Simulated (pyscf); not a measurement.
Structures and frequencies: ωB97X-D3(BJ)/def2-SVP in PySCF. Correlated levels are frozen-core, on RHF or UHF. ΔMP2 is the change of the MP2 total energy from the triple- to the quadruple-zeta basis.

**Question.** What are the homolytic bond dissociation enthalpies (298 K) of `[NH]=[Si]([F])[F]` at CCSD(T)/def2-TZVPP + ΔMP2(QZVPP), weakest first?

**Answer.** H–N to [N=Si(F)–F]• + H•: 114.4 kcal/mol; F–Si to [HN=Si–F]• + F•: 141.4 kcal/mol. Ring and multiple bonds, and those that leave no two simple radicals, are not listed. The radicals are drawn with the spin at the cut bond; how far it spreads was not checked. Other isomers of [N=Si(F)–F]•, [HN=Si–F]• were not searched in full and may lie lower. The CCSD(T) − MP2 part came from Ansatz, without density fitting, on the same reference. An open-shell T1 diagnostic exceeds 0.045. Left out: the spin-orbit lowering of F.
